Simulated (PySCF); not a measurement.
**Unknown compound**

An unknown has the formula C4H7Cl. Its calculated NMR data are:

1H NMR (300 MHz, computed): δ 4.31 (m, 1H), 2.35 (m, 2H), 2.17 (m, 2H), 1.82 (m, 1H), 1.63 (m, 1H).

13C{1H} NMR (computed): δ 59.0, 38.4 (2C), 18.8.

[PySCF 2.14.0 with density-fitted response routines: structure optimised with PBE0-D3(BJ)/def2-TZVP; shieldings: GIAO B97-2/pcSseg-2; fast rotation and ring inversion assumed for equivalent nuclei; gas phase; non-relativistic Hamiltonian; a single conformation]

Chemical shifts δ = σref − σ; 1H (σref 31.64) and 13C (σref 185.38) vs TMS, all at this level.

What is the structure?

## Answers


- Rings plus π bonds: 1 (1 ring in the answer).
- 3 carbon signals for 4 carbons: some carbons are equivalent by symmetry or fast rotation.
- Carbon types of the structure: 1 × CH, 3 × CH2, which accounts for all hydrogens.
- δC 59.0: sp3 CH bonded to Cl; the inductive effect lowers its shielding.
- δC 38.4, 18.8: sp3 CH2 in a ring; aliphatic region, no heteroatom directly attached.
- δH 4.31: hydrogen on an sp3 CH bonded to Cl; its carbon carries Cl, hence the downfield position.
- δH 2.35, 2.17, 1.82, 1.63: hydrogen on an sp3 CH2 in a ring.

Structure: Cyclobutyl Chloride (ClC1CCC1).

The shifts were computed for this structure.

Carbons that carry Cl, above all several Cl atoms, come out too deshielded, partly because spin–orbit coupling is missing. Shifts are as computed. Against solution values, carbons near 30 ppm lie about +3 ppm off and those near 130 ppm about +7 ppm; carbons on Cl a further +5 ppm. Of 1211 compounds with measured shifts, 218 miss one by over three times the rms of a fit or turn the order of signals round; such compounds aren't used in these exercises. No couplings were computed; multiplicities are counted from neighbouring protons, with m where these are inequivalent, close in shift, in a saturated or five-membered ring or joined by F or P, and br s for small geminal =CH2 splittings.
